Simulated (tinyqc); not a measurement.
Worked calculation: RHF in the sto-3g basis, for LiH, spin multiplicity 1. One step of it, computed by the program tinyqc.

Question. Iteration 3: DIIS coefficients. Solve [B -1; -1 0][c; lambda] = [0; -1] for the coefficients, which sum to one.

B (overlaps of the stored error matrices), lower triangle:
```
               1              2              3
1  4.3329304e-02
2  1.4570776e-02  2.4433443e-02
3  5.7830792e-03  7.1433801e-03  2.4153639e-03
```

Give: DIIS coefficients.

Answer.

DIIS coefficients: -0.0560  -0.3583  1.4143
